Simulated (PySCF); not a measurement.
Match the calculated data to a structure.

All candidates are C5H10.

| technique | computed result |
| --- | --- |
| XPS | C1s 290.0, C1s 290.1, C1s 290.5, C1s 290.6, C1s 290.7 eV [ΔSCF SCAN, pcX-2 on the ionised atom, pcseg-1 elsewhere, spin-free X2C] |
| Polarisability | 64.5 au [CAM-B3LYP/def2-SVPD] |
| Couplings | largest of the computed one-bond spin–spin couplings (means over like bonds): 13C–1H +159.9, 13C–1H +159.1, 13C–1H +133.0 (×3), 13C–1H +132.3 (×3), 13C–1H +130.8 (×2), 13C–13C +77.9, 13C–13C +47.2, 13C–13C +46.1 Hz [B3LYP/pcJ-1, spin–dipole term left out] |
| Rotational structure | rotational constants A, B, C: 10.872, 2.609, 2.379 GHz [PBE0-D3(BJ)/def2-SVP] |
| 13C NMR | chemical shifts (computed TMS as zero) by class: 145.1 (1 C), 135.7 (1 C), 25.7 (1 C), 17.5 (1 C), 15.1 (1 C) ppm [GIAO B3LYP/pcSseg-2] |
| Valence photoelectron | vertical ionisation energy: 9.09 eV [ΔSCF CAM-B3LYP/def2-SVPD] |
| Dipole | 0.28 D [CAM-B3LYP/def2-SVPD] |
| UV, strongest line | among the 10 lowest singlet transitions: S2 at 7.20 eV (172 nm, f = 0.393) [TDDFT CAM-B3LYP/def2-SVPD] |

Gas-phase values; electronic properties from PySCF, density fitting. Levels stand in brackets. One conformer (not necessarily the lowest) at the PBE0-D3(BJ)/def2-SVP geometry, without solvent, vibrations or thermal averaging. Each NMR value is the plain mean over a class of atoms that symmetry, rotation or inversion makes alike.

**Question.** Which candidate is it?
A. `C1CCCC1`
B. `C=CCCC`
C. `C/C=C\CC`

**Answer.** C. It is `C/C=C\CC`. Numbering: `[CH3:1]/[CH:2]=[CH:3]\[CH2:4][CH3:5]`. Its formula, C5H10, gives 1 degree of unsaturation: 0 rings and 1 π bond in the structure found. 5 carbons fall into 5 classes; from least to most shielded: alkene CH carbon [C3] (145.1 ppm), alkene CH carbon [C2] (135.7 ppm), allylic carbon [C4] (25.7 ppm), methyl carbon [C5] (17.5 ppm), allylic carbon [C1] (15.1 ppm). The couplings run between: +159.9 Hz, alkene CH carbon [C2] and its hydrogen; +159.1 Hz, alkene CH carbon [C3] and its hydrogen; +133.0 Hz, methyl carbon [C5] and its hydrogen (with 2 like pairs); +132.3 Hz, allylic carbon [C1] and its hydrogen (with 2 like pairs); +130.8 Hz, allylic carbon [C4] and its hydrogen (with 1 like pair); +77.9 Hz, alkene CH carbon [C2] and alkene CH carbon [C3]; +47.2 Hz, allylic carbon [C1] and alkene CH carbon [C2]; +46.1 Hz, alkene CH carbon [C3] and allylic carbon [C4]. The core levels belong to: C1s 290.0 eV, alkene CH carbon [C3]; C1s 290.1 eV, alkene CH carbon [C2]; C1s 290.5 eV, methyl carbon [C5]; C1s 290.6 eV, allylic carbon [C4]; C1s 290.7 eV, allylic carbon [C1]. The first electron is taken from the HOMO, whose largest Löwdin shares are 0.34 on each of 2 atoms of one kind (alkene CH carbon), 0.08 on an allylic carbon and 0.07 on an allylic carbon. The optimised geometry has point group C1 and is an asymmetric top.

The others, at the same levels:
- `C1CCCC1` fails: its computed core binding energies are C1s 290.3 (×5) eV, vertical ionisation energy is 11.09 eV (against 9.09 eV) and strongest line among the 10 lowest singlet transitions is S10 at 9.63 eV (129 nm, f = 0.185) (against S2 at 7.20 eV).
- `C=CCCC` fails: its computed core binding energies are C1s 290.0, C1s 290.4, C1s 290.5, C1s 290.6, C1s 290.6 eV, rotational constant A is 18.198 GHz (against 10.872 GHz) and smallest rotational constant is 2.089 GHz (against 2.379 GHz).

Each candidate is one conformer, not necessarily the lowest. The conformers computed, where there is a choice (atom-mapped SMILES and torsion angles):
- `[CH3:1]/[CH:2]=[CH:3]\[CH2:4][CH3:5]`: C2–C3–C4–C5 -116°
- `[CH2:1]=[CH:2][CH2:3][CH2:4][CH3:5]`: C1–C2–C3–C4 119°, C2–C3–C4–C5 179°
